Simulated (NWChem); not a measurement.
## Electron attachment to H$_{2}$Si

```xyz
3

Si     0.0000     0.0000    -0.0951
H      1.2867     0.0000     0.6656
H     -1.2867     0.0000     0.6656
```
Charge 0, spin multiplicity 3.

All runs are NWChem calculations. All single points use one geometry, from UB3LYP/def2-SVP, a minimum by its harmonic frequencies.

Basis set: def2-TZVPD. The species with one electron more has spin multiplicity 2 and keeps the geometry of the parent. Δ marks differences of total energies (open shells unrestricted). −ε marks an orbital energy of the parent. That orbital need not have the symmetry of the hole or added electron in the Δ rows. The basis adds only a small set of diffuse functions.

B3LYP has NWChem's definition, with VWN1-RPA local correlation. This spin state was chosen for the runs; another may lie lower. The structure started from a generated list of species. The unpaired electrons of the parent sit in orbitals of symmetry a1 and b2 (C2v labels of the run); other states weren't searched. The stability of the SCF solutions was not checked. Open-shell Hartree-Fock references start from PBE0 orbitals.

**Question.** One of these methods gave a vertical electron affinity of 2.54 eV. Which?
A) −ε(beta LUMO) of HF
B) ΔLC-wPBE (omega 0.3 per bohr)
C) G0W0@PBE0
D) −ε(beta LUMO) of BHandHLYP

**Answer.** D, −ε(beta LUMO) of BHandHLYP. The others give 1.36 (ΔLC-wPBE (omega 0.3 per bohr)), -0.57 (−ε(beta LUMO) of HF), 1.17 (G0W0@PBE0).
